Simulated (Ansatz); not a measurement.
Zinc-blende MgS (metastable phase), treated with r²SCANh in Ansatz (plane waves, PAW).

Numerical settings: plane-wave cutoff 520 eV, 8×8×8 k mesh, Fermi–Dirac smearing 0.01 eV, scalar-relativistic PAW data made under PBE.

Cell (measured lattice):

```
CELL_PARAMETERS angstrom
      0.00000    -2.81100     2.81100
      2.81100    -2.81100     0.00000
      2.81100     0.00000     2.81100
ATOMIC_POSITIONS crystal
  Mg 0.00000 0.00000 0.00000
  S  0.25000 0.25000 0.25000
```

Q: What does this level give for the band gap and width of the whole s-p valence band?

A: 
- band gap = 4.83 eV (on the SCF k mesh) (direct)
- width of the whole s-p valence band = 12.22 eV

Measured, for comparison: band gap 4.78 ± 0.1 eV (temperature not stated, extrapolated in composition from an alloy gap of 4.19 eV, direct; extrapolated from a Zn0.2Mg0.8S0.645Se0.355 epilayer; as tabulated in Lucero et al. (2012), arXiv:1111.4515).

Note: cell and atoms aren't relaxed at this level (pressure 1.1 GPa).

Computed values are for the static lattice.

It cost about 90 core-seconds (a rough figure) of CPU time.

Ansatz is a program for electronic structure.
